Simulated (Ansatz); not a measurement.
## SnH2⁻, doublet in def2-SVPD: errors against UCCSDT(Q)

Geometry: displaced at random from a stationary point.

```xyz
3

Sn   -0.0004   -0.0213    0.0005
H    -0.0012    1.2255   -1.2987
H     0.0467    1.2848    1.2349
```

Basis def2-SVPD with its core potentials; Ansatz 0.2.0. Correlated methods freeze the noble-gas cores and the filled d shells of p-block atoms, which leaves 7 electrons in 39 orbitals. Prefix R: restricted or restricted open-shell reference; prefix U: unrestricted. Active spaces: valence = (7e, 6o) chosen from the atoms' valence shells. No spin–orbit coupling is included; scalar relativity enters through the core potentials alone.

Full CI isn't at hand for all of this; UCCSDT(Q) serves as the reference, and is uncertain by about the last step of the cluster series. The frozen core follows each run's orbitals, which can shift R against U totals by a few meV for light atoms and by up to 0.1 eV past Ca.

The UHF ⟨S²⟩ is 0.770 and the T1 diagnostic (RCCSD) is 0.0215. The largest doubles amplitude (RCCSD) is 0.058 and the T1 diagnostic (UCCSD) is 0.0182.

Q: From what is known of these methods and the diagnostics, rank them by the size of their error in total energy against UCCSDT(Q) in def2-SVPD, smallest first (an estimate: the text doesn't fix the numbers).
A. UHF
B. UCCSDT
C. UMP2
D. UCCSD
E. UCCSD(T)

A: B (0.07 kcal/mol), E (0.55 kcal/mol), D (2.46 kcal/mol), C (18.18 kcal/mol), A (73.85 kcal/mol).

All errors are against UCCSDT(Q) in def2-SVPD. Within each family the higher level lies nearer, as is usual though not guaranteed.

Natural occupations of CASSCF (valence space) about the gap: 1.997 1.970 1.962 1.000 0.036 0.034; effectively unpaired electrons, Σ n²(2−n)², 1.02.
